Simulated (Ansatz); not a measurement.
Rock-salt MgS was calculated with G0W0@PBE0 in Ansatz (plane waves, hard PAW, contour deformation).

The cell has the measured lattice parameters. Conventional cell: a = 5.2033 Å, b = 5.2033 Å, c = 5.2033 Å, α = 90.00°, β = 90.00°, γ = 90.00°.

The quasiparticle gap at Γ at a fixed k mesh 4×4×4:

```tsv
response cutoff	value (eV)
150 eV, 270 empty bands	5.834
200 eV, 416 empty bands	5.866
250 eV, 581 empty bands	5.887
300 eV, 763 empty bands	5.900
```

**Question.** Taking the value to converge with the response cutoff E as E^(−3/2), extrapolate from the last two rows.

**Answer.** With y = y∞ + c/w and weights w = 3953 and 5196 for the last two rows, y∞ = (w2 y2 − w1 y1)/(w2 − w1) = (5196 × 5.900 − 3953 × 5.887)/1243 = 5.941 eV, which lies 0.041 beyond the last row. Successive pairs of rows give 5.925, 5.940, 5.941. The limit also hangs on the law assumed, so its last digits aren't firm.

The other settings are not extrapolated, so this is the limit in one setting alone.

At the last cutoff the smallest gap on this mesh is 4.96 eV, with an edge away from Γ.

Note: GW on a hybrid start was not checked against another program.

Ansatz is a program for electronic structure.
